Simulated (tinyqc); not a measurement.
Worked calculation: Pariser-Parr-Pople SCF with singles CI, for the molecule [CH2+]C=CC=CN (SMILES; centres numbered as the heavy atoms are written). One step of it, computed by the program tinyqc.

Question. Singles CI, singlets. Over the 4 single excitations with the smallest orbital gaps: A = (e_a - e_i) delta + 2 (ia|jb) - (ij|ab), with (pq|rs) = sum c_mp c_mq gamma_mn c_nr c_ns. f = 2/3 w |mu|^2 in atomic units, mu = sqrt2 sum c_ia sum_m c_mi c_ma R_m.

orbital energies (eV): -16.642589  -14.946855  -12.467594  -6.616264  -3.837349  -1.897803

coefficients:
```
         MO1        MO2        MO3        MO4        MO5        MO6
1C  0.096766   0.365352  -0.500694  -0.487871  -0.489132  -0.359432
2C  0.193763   0.539893  -0.426972   0.046133   0.427812   0.550922
3C  0.332069   0.492099   0.205474   0.546855   0.079915  -0.547643
4C  0.459531   0.205693   0.540579  -0.151806  -0.483745   0.444118
5C  0.592037  -0.239656   0.107722  -0.506020   0.513551  -0.246298
6N  0.530232  -0.482832  -0.470055   0.426265  -0.271287   0.097351
```

repulsion gamma_rs (eV), lower triangle:
```
          1C        2C        3C        4C        5C         6N
1C  9.460000
2C  4.928003  9.460000
3C  3.647990  4.926476  9.460000
4C  2.755312  3.647990  4.928003  9.460000
5C  2.259688  2.754771  3.647990  4.926476  9.460000
6N  1.980569  2.392724  2.955694  4.007721  5.608000  15.200000
```

Centres (angstrom, eV; a flat drawing with bonds scaled to 1.40 angstrom):
```
centre          x          y  core charge z          W   gamma_rr
1C      -3.045000  -0.196000              1   9.920000   9.460000
2C      -1.799000   0.442000              1   9.920000   9.460000
3C      -0.623000  -0.319000              1   9.920000   9.460000
4C       0.623000   0.319000              1   9.920000   9.460000
5C       1.799000  -0.442000              1   9.920000   9.460000
6N       3.045000   0.196000              2  22.070000  15.200000
```

Give: singlet CI matrix; singlet excitation energies; oscillator strengths.

Answer.

singlet CI matrix (eV), lower triangle:
```
        3>4     2>4    3>5    1>4
3>4   3.693
2>4   0.212   5.700
3>5   0.105  -0.198  5.949
1>4  -0.294  -0.238  0.164  6.982
```

singlet excitation energies (eV): 3.641  5.599  5.996  7.088

oscillator strengths: 1.433  0.120  0.049  0.098
